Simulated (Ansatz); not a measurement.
# H5OSi: the cost of one run

Program: Ansatz 0.2.0, Gaussian basis. Level of theory: PBE0-D4, def2-SVP first, then def2-TZVP. These are calculated values, not measurements.

128 further runs of the same task are left out: 2 that didn't finish, 126 set aside as unsound or not needed.

**1. The starting structure**

The guess: 7 atoms, charge 0, spin multiplicity 2.

Atoms are counted from 1 here; the program's logs count them from 0.

Bond lengths: Si2–O3 1.625 Å, Si2–H5 1.456 Å, Si2–H6 1.457 Å, O3–H7 0.955 Å. Angles: O3–Si2–H5 111.6°, O3–Si2–H6 111.6°, H5–Si2–H6 112.3°, Si2–O3–H7 123.7°.

As a file:

```xyz
7
charge 0, multiplicity 2
H    -0.8976   -0.8530    0.9311
Si    0.3324    0.3750    0.2264
O     0.0029   -0.1124   -1.2884
H    -1.5546   -1.5325    1.1781
H    -0.0168    1.7746    0.4274
H     1.7145    0.0928    0.5908
H     0.4192    0.2555   -2.0653
```

Distances that are to change: H1–H4 0.98 Å, H1–Si2 1.88 Å.

**2. Constrained relaxation of the guess**

File hold/in.yaml:

```yaml
crystal:
  periodic: [false, false, false]
  atoms:
    - {symbol: H, position_ang: [-0.897600, -0.853000, 0.931100]}
    - {symbol: Si, position_ang: [0.332400, 0.375000, 0.226400]}
    - {symbol: O, position_ang: [0.002900, -0.112400, -1.288400]}
    - {symbol: H, position_ang: [-1.554600, -1.532500, 1.178100]}
    - {symbol: H, position_ang: [-0.016800, 1.774600, 0.427400]}
    - {symbol: H, position_ang: [1.714500, 0.092800, 0.590800]}
    - {symbol: H, position_ang: [0.419200, 0.255500, -2.065300]}
basis:
  gaussian: {orbitals: def2-SVP}
magnetization: {spin_polarized: true, initial_magnetization: 1}
hamiltonian: {xc: pbe0, dispersion: d4}
relax: {f_tol: 0.08, max_steps: 120, escape_saddle: false, constraints: [{distance: [0, 3]}, {distance: [0, 1]}]}
```

The run is started by

```
> ansatz run in.yaml --threads 2 --pin off --events-out ev --progress --plain --max-ram 4352MiB
```

**Question.** How long does this run take on 2 threads of Arm Neoverse V2, shared host?

About 5.5 s.
